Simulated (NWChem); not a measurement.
System: hydrogen isocyanide (CHN); SMILES [NH+]#[C-]

The following NWChem deck was run.

```
start job
memory heap 200 mb stack 900 mb global 1100 mb
geometry units angstroms noautoz
  C      0.000000     0.000000     0.736414
  N      0.000000     0.000000    -0.427035
  H      0.000000     0.000000    -1.424164
end
basis spherical
  C library def2-svpd
  N library def2-svpd
  H library def2-svpd
end
dft
  xc b3lyp
  iterations 150
  grid xfine
end
task dft gradient
```

Parts of the log:

```
             Northwest Computational Chemistry Package (NWChem) 7.3.0
             --------------------------------------------------------

 ORDER OF PRIMARY AXIS IS BEING SET TO 4
 C4V symmetry detected

                             Geometry "geometry" -> ""
                             -------------------------

 Output coordinates in angstroms (scale by  1.889725989 to convert to a.u.)

  No.       Tag          Charge          X              Y              Z
 ---- ---------------- ---------- -------------- -------------- --------------
    1 C                    6.0000     0.00000000     0.00000000     0.73605150
    2 N                    7.0000     0.00000000     0.00000000    -0.42739750
    3 H                    1.0000     0.00000000     0.00000000    -1.42452650

 Effective nuclear repulsion energy (a.u.)      24.2875170260

      Symmetry information
      --------------------

 Group name             C4v
 Group number             18
 Group order               8
 No. of unique centers     3

                                 NWChem DFT Module
                                 -----------------

 Summary of "ao basis" -> "ao basis" (spherical)
 ------------------------------------------------------------------------------
       Tag                 Description            Shells   Functions and Types
 ---------------- ------------------------------  ------  ---------------------
 C                         def2-svpd                 8       20   4s2p2d
 N                         def2-svpd                 8       20   4s2p2d
 H                         def2-svpd                 4        8   2s2p

      Symmetry analysis of basis
      --------------------------

        a1         20
        a2          0
        b1          4
        b2          4
        e          20

            General Information
            -------------------
          SCF calculation type: DFT
          Wavefunction type:  closed shell.
          No. of atoms     :     3
          No. of electrons :    14
           Alpha electrons :     7
            Beta electrons :     7
          Charge           :     0
          Spin multiplicity:     1
          Use of symmetry is: on ; symmetry adaption is: on
          Maximum number of iterations: 150
          AO basis - number of functions:    48
                     number of shells:    20
          Convergence on energy requested:  1.00D-06
          Convergence on density requested:  1.00D-05
          Convergence on gradient requested:  5.00D-04

              XC Information
              --------------
                         B3LYP Method XC Potential
                     Hartree-Fock (Exact) Exchange  0.200
                        Slater Exchange Functional  0.800 local
                    Becke 1988 Exchange Functional  0.720 non-local
              Lee-Yang-Parr Correlation Functional  0.810
                  VWN I RPA Correlation Functional  0.190 local

             Grid Information
             ----------------
          Grid used for XC integration:  xfine
          Radial quadrature: Mura-Knowles
          Angular quadrature: Lebedev.
          Tag              B.-S. Rad. Rad. Pts. Rad. Cut. Ang. Pts.
          ---              ---------- --------- --------- ---------
          C                   0.70      100           9.0      1454
          N                   0.65      100           8.0      1454
          H                   0.35      100          10.0      1202
          Grid pruning is: on
          Number of quadrature shells:   300
          Spatial weights used:  Erf1

      Superposition of Atomic Density Guess
      -------------------------------------

 Sum of atomic energies:         -92.36886466

      Non-variational initial energy
      ------------------------------

 Total energy =     -93.056177
 1-e energy   =    -171.988159
 2-e energy   =      54.644465
 HOMO         =      -0.379902
 LUMO         =       0.046827

      Symmetry analysis of molecular orbitals - initial
      -------------------------------------------------

 !! scf_movecs_sym_adapt:    8 vectors were symmetry contaminated

  Symmetry fudging

 !! scf_movecs_sym_adapt:    8 vectors were symmetry contaminated

  Numbering of irreducible representations:

     1 a1          2 a2          3 b1          4 b2          5 e

  Orbital symmetries:

     1 a1          2 a1          3 a1          4 a1          5 e
     6 e           7 a1          8 e           9 e          10 a1
    11 a1         12 a1         13 e          14 e          15 b1
    16 b2         17 a1

   convergence    iter        energy       DeltaE   RMS-Dens  Diis-err
 ---------------- ----- ----------------- --------- --------- ---------
 d= 0,ls=0.0,diis     1    -93.3183161443 -1.18D+02  1.37D-02  1.69D-01
 d= 0,ls=0.0,diis     2    -93.3315205800 -1.32D-02  4.82D-03  4.34D-02
 d= 0,ls=0.0,diis     3    -93.3283448283  3.18D-03  2.50D-03  7.17D-02
 d= 0,ls=0.0,diis     4    -93.3363265603 -7.98D-03  2.06D-04  1.50D-04
 d= 0,ls=0.0,diis     5    -93.3363437958 -1.72D-05  2.99D-05  6.50D-07
 d= 0,ls=0.0,diis     6    -93.3363438624 -6.66D-08  1.02D-05  3.11D-07
 d= 0,ls=0.0,diis     7    -93.3363439069 -4.46D-08  1.38D-06  8.35D-09

         Total DFT energy =      -93.336343906931
      One electron energy =     -173.206896822772
           Coulomb energy =       68.164512608566
    Exchange-Corr. energy =      -12.581476718731
 Nuclear repulsion energy =       24.287517026006

 Numeric. integr. density =       13.999999973745

[...]

                         DFT ENERGY GRADIENTS

    atom               coordinates                        gradient
                 x          y          z           x          y          z
   1 C       0.000000   0.000000   1.390936    0.000000   0.000000  -0.021212
   2 N       0.000000   0.000000  -0.807664    0.000000   0.000000   0.016054
   3 H       0.000000   0.000000  -2.691965    0.000000   0.000000   0.005158
```

Level: B3LYP/def2-SVPD. Structure relaxed at the PBE0-D3(BJ)/def2-TZVP level.
